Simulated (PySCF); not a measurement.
Acetylene, C₂H₂, SMILES C#C, point group D∞h.

Force field and properties: PBE0/pcSseg-2 (PySCF, grid level 2). Vibrational terms come from second-order perturbation theory with semi-diagonal cubic constants, by steps of ±0.6 along the normal coordinates of each isotopologue. The parent has the commonest isotopes.

Equilibrium geometry (Å):

```json
{"atom": "C1", "x": "0.5811", "y": "0.0005", "z": "0.5560"}
{"atom": "C2", "x": "-0.5606", "y": "0.0091", "z": "0.1983"}
{"atom": "H3", "x": "1.5963", "y": "-0.0071", "z": "0.8742"}
{"atom": "H4", "x": "-1.5758", "y": "0.0167", "z": "-0.1199"}
```

Problem. Give the equilibrium and ground-state rotational constants (MHz) of parent; ²H at 3; ¹³C at 1; ²H at 3, ²H at 4; ¹³C at 1, ¹³C at 2; ¹³C at 1, ²H at 3.

Solution. 
```
           species     Be     B0  harmonic ZPE (cm⁻¹)
            parent  35696  35538                 5970
           ²H at 3  30021  29910                 5349
          ¹³C at 1  34845  34691                 5938
  ²H at 3, ²H at 4  25630  25558                 4725
¹³C at 1, ¹³C at 2  33973  33822                 5906
 ¹³C at 1, ²H at 3  29532  29423                 5315
```

Problem. And its quartic centrifugal distortion constants from the harmonic force field?

Solution. Linear top: D = 45.4 kHz.
